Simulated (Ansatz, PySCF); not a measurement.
Reaction (SMILES): N (NH3) -> [NH3+] + e-
Structures are relaxed separately at B3LYP-D3(BJ)/def2-TZVP in Ansatz (a first-principles code).

Wanted: adiabatic ionisation energy (0 K, with B3LYP-D3(BJ) harmonic zero-point energies from PySCF), in eV. Cores are frozen in the correlated levels unless marked. UHF or UKS for open shells. Spin-orbit coupling is left out. No relativistic terms. FCI takes restricted orbitals. Basis-set limits of correlation are two-point, X^-3; Hartree-Fock from the larger set.

```json
[
 {"level": "PBE-D4/def2-TZVPD", "program": "Ansatz + dftd4", "adiabatic ionisation energy (eV)": "[?]"},
 {"level": "TPSSh/def2-TZVPD", "program": "PySCF", "adiabatic ionisation energy (eV)": "[?]"},
 {"level": "MN15-D3(BJ)/def2-TZVPD", "program": "PySCF + dftd3", "adiabatic ionisation energy (eV)": "10.19"},
 {"level": "HSE06-D4/def2-TZVPD", "program": "Ansatz + dftd4", "adiabatic ionisation energy (eV)": "10.02"},
 {"level": "CAM-B3LYP/def2-TZVPD", "program": "Ansatz", "adiabatic ionisation energy (eV)": "10.16"},
 {"level": "SCS-MP2/def2-TZVPPD", "program": "Ansatz", "adiabatic ionisation energy (eV)": "10.11"},
 {"level": "CCSD(T) with core electrons/cc-pwCVTZ", "program": "Ansatz", "adiabatic ionisation energy (eV)": "9.97"},
 {"level": "FCI/6-31G", "program": "Ansatz", "adiabatic ionisation energy (eV)": "[?]"},
 {"level": "CCSD(T)/CBS(aug-cc-pVTZ,aug-cc-pVQZ)", "program": "Ansatz", "adiabatic ionisation energy (eV)": "10.18"}
]
```

Problem. Fill in the missing entries.

Solution. 
- PBE-D4/def2-TZVPD, adiabatic ionisation energy (eV): 10.15
- TPSSh/def2-TZVPD, adiabatic ionisation energy (eV): 9.92
- FCI/6-31G, adiabatic ionisation energy (eV): 8.90
